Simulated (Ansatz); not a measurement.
# CH5AlO: a dynamics run in two tries

Aim: a short trajectory for this system.

Program: Ansatz 0.2.0. Level of theory: RKS B3LYP-D4/def2-mTZVP. These are calculated values, not measurements.

**1. The structure to begin with**

Bond lengths: Al1–H2 1.586 Å, Al1–O3 1.711 Å, O3–H4 0.963 Å, Al1–C5 1.949 Å, C5–H6 1.095 Å, C5–H7 1.094 Å, C5–H8 1.092 Å. Angles: H2–Al1–O3 118.7°, H2–Al1–C5 124.5°, O3–Al1–C5 116.8°, Al1–O3–H4 122.5°, Al1–C5–H6 111.4°, Al1–C5–H7 112.1°, Al1–C5–H8 111.8°, H6–C5–H7 106.3°, H6–C5–H8 107.1°, H7–C5–H8 107.9°.

As a file:

```xyz
8

Al   -0.0343   -0.1335   -0.0812
H     0.1700    0.0097    1.4849
O     1.3294   -0.4622   -1.0611
H     2.2140   -0.5712   -0.6975
C    -1.7506    0.0305   -0.9908
H    -2.3760   -0.8531   -0.8265
H    -2.3276    0.8859   -0.6280
H    -1.6287    0.1419   -2.0704
```

**2. First attempt**

input.yaml

```yaml
crystal:
  periodic: [false, false, false]
  atoms:
    - { symbol: Al, position_ang: [-0.034314, -0.133459, -0.0812] }
    - { symbol: H, position_ang: [0.169991, 0.009679, 1.484866] }
    - { symbol: O, position_ang: [1.329392, -0.462157, -1.061065] }
    - { symbol: H, position_ang: [2.213977, -0.571173, -0.697529] }
    - { symbol: C, position_ang: [-1.750571, 0.030474, -0.990784] }
    - { symbol: H, position_ang: [-2.375998, -0.853092, -0.826483] }
    - { symbol: H, position_ang: [-2.327573, 0.885895, -0.628029] }
    - { symbol: H, position_ang: [-1.628703, 0.141933, -2.070376] }
basis:
  gaussian: { orbitals: def2-mTZVP }
hamiltonian:
  xc: b3lyp
  dispersion: d4
md:
  timestep: 0.5
  n_steps: 25
  ensemble: nvt_langevin
  temperature: 700.0
  initial_velocities: maxwell_boltzmann
  seed: 650698
  temperature_schedule: [{ n_steps: 500, end_temperature: 100.0 }]
```

Command:

```
> ansatz run input.yaml --threads 1 --pin off --max-ram 2048MiB --backend cpu --events-out ev --progress --plain --runs-dir out
```

Before running it: what results should come out? Wanted: first try.

The runs gave:

| quantity | value |
| --- | --- |
| first try | refused |
| cause | the schedule's stages add up to more steps than the run has |

The fault in the first input was caught at the input check and cost nothing.
